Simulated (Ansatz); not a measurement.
## Where the states of Mo lie

```
CELL_PARAMETERS angstrom
-1.58002 1.58002 1.58002
1.58002 -1.58002 1.58002
1.58002 1.58002 -1.58002
ATOMIC_POSITIONS crystal
Mo 0.00000 0.00000 0.00000
```

The structure comes from a relaxation in the same program, started in the bcc type, and has space group Im-3m. Whether it is a known phase or the ground state wasn't checked.

Level of theory: Ansatz 0.2.0, DFT, PBE, all-electron LAPW, scalar-relativistic.

The runs use a Γ-centred 16×16×16 k mesh, Fermi–Dirac smearing of 0.03 eV, basis error target 0.5 meV/atom, no spin polarisation.

Which of the resolved shells contributes most within 0.3 eV of the Fermi level?

Mo 4d, with 88 % of all states there; Mo 5s follows with 6 %.

Where is the centre of the filled Mo 4d states between -14 eV and the top of the filled states?

-2.80 eV from the Fermi level.

Tabulate the density of states.

States per eV and cell, averaged over 0.4 eV, from -7.0 to 0.8 eV, with energies (bin centres) from the Fermi level; empty bins are left out. The partial columns, the largest 3 alone, are projections on Löwdin-orthogonalised atomic shells (those that the program's projection atoms carry: the occupied ones and, for some elements, an empty d or f shell; other empty shells have no column), summed over atoms of an element. Weights on diffuse s and p shells depend on that basis and aren't pure angular character.
```tsv
E (eV)	total	Mo 4d	Mo 5s	Mo 4p
-6.9	0.03	0.00	0.03	0.00
-6.5	0.06	0.00	0.05	0.00
-6.1	0.08	0.00	0.07	0.00
-5.7	0.11	0.01	0.09	0.00
-5.3	0.26	0.11	0.13	0.00
-4.9	0.92	0.66	0.23	0.01
-4.5	1.22	0.96	0.23	0.01
-4.1	1.53	1.31	0.19	0.02
-3.7	1.10	0.99	0.10	0.01
-3.3	1.02	0.99	0.02	0.01
-2.9	2.04	1.99	0.02	0.02
-2.5	1.15	1.10	0.03	0.01
-2.1	0.92	0.84	0.06	0.01
-1.7	2.04	1.78	0.20	0.03
-1.3	1.00	0.84	0.11	0.01
-0.9	0.57	0.46	0.07	0.01
-0.5	0.51	0.43	0.05	0.00
-0.1	0.55	0.47	0.04	0.00
0.3	0.83	0.76	0.03	0.00
0.7	1.11	1.04	0.03	0.00
```
